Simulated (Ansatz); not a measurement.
Low doublet and quartet states of B₂H by full CI

```yaml
atoms:
  - { symbol: B, position_ang: [0.0000, 0.0000, 0.1151] }
  - { symbol: B, position_ang: [0.0000, 0.0000, -1.4076] }
  - { symbol: H, position_ang: [0.0000, 0.0000, 1.2925] }
```

Basis 6-31G; Ansatz 0.2.0. Correlated methods freeze the noble-gas cores, which leaves 7 electrons in 18 orbitals.

**Question.** From the orbital picture of this species, estimate the order, symmetries and energies of the lowest 3 doublet and 1 quartet states at this geometry (other spins aside; irreps A1, B1, B2, A2 in the program's axes; members of a degenerate level count singly).

**Answer.** Full CI in 6-31G gives:
| 2S+1 | irrep | energy above the lowest listed (eV) |
| --- | --- | --- |
| 4 | A2 | 0.000 |
| 2 | A1 | 1.244 |
| 2 | A2 | 1.244 |
| 2 | A2 | 1.482 |

30 s on 1 thread of Arm Neoverse V2, shared host.
